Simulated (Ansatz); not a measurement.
Reaction (SMILES): S(F)(=O)F + 3 [H][H] (H2) → 2 F (HF) + O (H2O) + S (H2S)
B3LYP-D3(BJ)/def2-TZVP geometries, fixed; electronic energies without zero-point terms.

Energies in hartree at MP2 with Ansatz (a first-principles code); the energy of full hydrogenation is their sum with the coefficients shown, times 627.509 kcal/mol a hartree. All functions are spherical. Cores are frozen. No added dispersion term, no relativity.

```tsv
species	coefficient	part	cc-pV(D+d)Z	cc-pV(T+d)Z	cc-pV(Q+d)Z
O=S(F)F	-1	Hartree-Fock	-671.22084	-671.36358	-671.39434
O=S(F)F	-1	correlation	-0.70793	-0.92983	-1.01345
[H][H] (H2)	-3	Hartree-Fock	-1.12874	-1.13293	-1.13342
[H][H] (H2)	-3	correlation	-0.02641	-0.03169	-0.03312
F (HF)	+2	Hartree-Fock	-100.01907	-100.05760	-100.06726
F (HF)	+2	correlation	-0.20195	-0.27214	-0.29788
O (H2O)	+1	Hartree-Fock	-76.02645	-76.05675	-76.06441
O (H2O)	+1	correlation	-0.20194	-0.26179	-0.28314
S (H2S)	+1	Hartree-Fock	-398.69871	-398.71493	-398.71899
S (H2S)	+1	correlation	-0.14593	-0.19080	-0.20675
```

Q: Predict the energy of full hydrogenation in cc-pV(5+d)Z (X = 5): let each Hartree-Fock step shrink by the ratio of the last two, and fit each correlation energy at X = 3 and 4 to E + A/X^3. Compare with the run.

A: 
- O=S(F)F: steps -0.14274 and -0.03076, ratio 0.215, so Hartree-Fock -671.40095 (run: -671.40206); A = (-0.92983 - (-1.01345))/(1/27 - 1/64) = 3.9053, correlation -1.01345 - A/64 + A/125 = -1.04323 (run: -1.04927).
- [H][H] (H2): steps -0.00419 and -0.00049, ratio 0.117, so Hartree-Fock -1.13348 (run: -1.13357); A = (-0.03169 - (-0.03312))/(1/27 - 1/64) = 0.0668, correlation -0.03312 - A/64 + A/125 = -0.03363 (run: -0.03367).
- F (HF): steps -0.03853 and -0.00966, ratio 0.251, so Hartree-Fock -100.06968 (run: -100.07000); A = (-0.27214 - (-0.29788))/(1/27 - 1/64) = 1.2021, correlation -0.29788 - A/64 + A/125 = -0.30705 (run: -0.30868).
- O (H2O): steps -0.03030 and -0.00766, ratio 0.253, so Hartree-Fock -76.06635 (run: -76.06667); A = (-0.26179 - (-0.28314))/(1/27 - 1/64) = 0.9971, correlation -0.28314 - A/64 + A/125 = -0.29074 (run: -0.29186).
- S (H2S): steps -0.01622 and -0.00406, ratio 0.250, so Hartree-Fock -398.72001 (run: -398.71979); A = (-0.19080 - (-0.20675))/(1/27 - 1/64) = 0.7449, correlation -0.20675 - A/64 + A/125 = -0.21243 (run: -0.21334).
Predicted -61.17 kcal/mol; the run in cc-pV(5+d)Z gives -60.22, a miss of -0.95. Keeping the value in cc-pV(Q+d)Z, -60.34, would miss by -0.12. All sums are of the energies as printed.
